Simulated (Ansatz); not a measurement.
System: bcc W. Method: PBEsol (Ansatz, a first-principles code, plane waves, PAW).

Numerical settings: plane-wave cutoff 520 eV, 28×28×28 k mesh, Fermi–Dirac smearing 0.09 eV (set by the program), no spin polarisation, scalar-relativistic PAW data made under PBE.

The cell has the measured lattice: a = b = c = 3.1652 Å, α = β = γ = 90.00°.

Q: What does this level give for the Poisson ratio, Young modulus, elastic constant C44, elastic constant C11 and elastic constant C12?

A: 
Poisson ratio: 0.290
Young modulus: 390 GPa
elastic constant C44: 142 GPa
elastic constant C11: 530 GPa
elastic constant C12: 199 GPa

Measured, for comparison: elastic constant C44 163 GPa, elastic constant C11 533 GPa, elastic constant C12 205 GPa (0 K, extrapolated to 0 K; zero-point effects included; as tabulated in Wang et al. (2022), arXiv:2209.12322). Computed (rounded) less measured: elastic constant C44 -13 %, elastic constant C11 -0.6 %, elastic constant C12 -3 %.

Note: shear constants of such metals converge slowly with the k mesh; the cell isn't this level's own, so it is under some stress, which shifts stiffness and frequencies.

Elastic constants are with the ions relaxed.

Spin–orbit coupling is not included.

The computed numbers hold no vibrational or temperature effects.

Computing time: about 3 core-minutes (a rough figure).
